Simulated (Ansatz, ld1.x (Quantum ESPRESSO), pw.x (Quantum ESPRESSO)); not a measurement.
## P (Z = 15): one change to the TM potential, in the atom and in the fcc crystal

ld1.x (Quantum ESPRESSO) 7.5 input, shortened:

```
&input
   title='P', zed=15., rel=1, dft='PBESOL', iswitch=3,
   config='[Ne] 3s1 3p4'
 /
 &inputp
   pseudotype=2, tm=.true., lloc=-1, rcloc=1.15,
   nlcc=.true., new_core_ps=.true., rcore=0.75
 /
2
3S  1  0   1.00   0.00  1.40  1.40  0.0
3P  2  1   4.00   0.00  1.30  1.30  0.0
 &test
   configts(1)='3s1 3p4'
 /
```

Change: local potential all-electron potential smoothed inside 1.02 bohr (lloc = -1).

Cutoffs, loose and tight: the cutoffs (Ry, on a coarse ladder) from which the occupation-weighted sum of valence levels, in a spherical-Bessel basis at the reference potential, stays within 10 and 1 mRy of its value at 400 Ry. They do not see the model core or the augmentation charge, which bear on the density cutoff. Test errors are all-electron minus pseudo excitation energies from the reference, over the configurations 3s2 3p3; 3s2 3p2; 3s2 3p1; 3s2 3p0; 3s2 3p3.3; 3s2 3p2.5; 3s0 3p5; variants that change the core or the reference have their own tests.

Crystal test: fcc P in pw.x 7.5, no spin, 15³ k-points, Fermi–Dirac smearing 0.01 Ry, cutoffs set for each file from its atomic test. The reference is all-electron LAPW (Ansatz 0.2.0) with the same functional, mesh and smearing; V0 and B0 come from Birch–Murnaghan fits to the pressures at five volumes. Errors are pseudo minus all-electron; Δ is the rms difference of the E(V) curves that follow from these fits, minima aligned, over ±6 % about the mean V0. Mesh and smearing are coarse, so the numbers serve the comparison and aren't converged zero-temperature values; the lattice is a test structure that the element need not adopt.

All-electron: a0 = 3.827 Å (V0 = 14.01 Å³/atom), B0 = 103.0 GPa.

Q: Does the change bring the crystal closer to the all-electron result?

A: The mean pressure error goes from +2.61 to -1.37 GPa, so the change moves the solid closer to the all-electron pressures. The B0 error goes the other way, from +0.5 to +3.7 %.

```json
{"quantity": "outcome (atom)", "base": "generated", "changed": "generated"}
{"quantity": "cutoff, loose (atom)", "base": "55 Ry", "changed": "55 Ry"}
{"quantity": "cutoff, tight (atom)", "base": "100 Ry", "changed": "100 Ry"}
{"quantity": "bound ghosts (atom)", "base": "none", "changed": "s"}
{"quantity": "largest test error (meV) (atom)", "base": "+80", "changed": "+321"}
{"quantity": "cutoffs in pw.x (Ry)", "base": "120/480", "changed": "120/480"}
{"quantity": "a0 (Å)", "base": "3.858", "changed": "3.810"}
{"quantity": "a0 error (%)", "base": "+0.82", "changed": "-0.44"}
{"quantity": "B0 error (%)", "base": "+0.5", "changed": "+3.7"}
{"quantity": "Δ (meV/atom)", "base": "7.9", "changed": "4.2"}
{"quantity": "mean pressure error (GPa)", "base": "+2.61", "changed": "-1.37"}
```

Base: This is a poor potential for the solid. Changed file: Note: ghost state, extra bound levels that the all-electron valence spectrum of the same l lacks: s at -7.6 eV. A true bound ghost makes a file unfit for plane-wave use. The logarithmic derivative shows an extra or strongly shifted pseudo pole above the reference energy (s near -0.57 Ry).
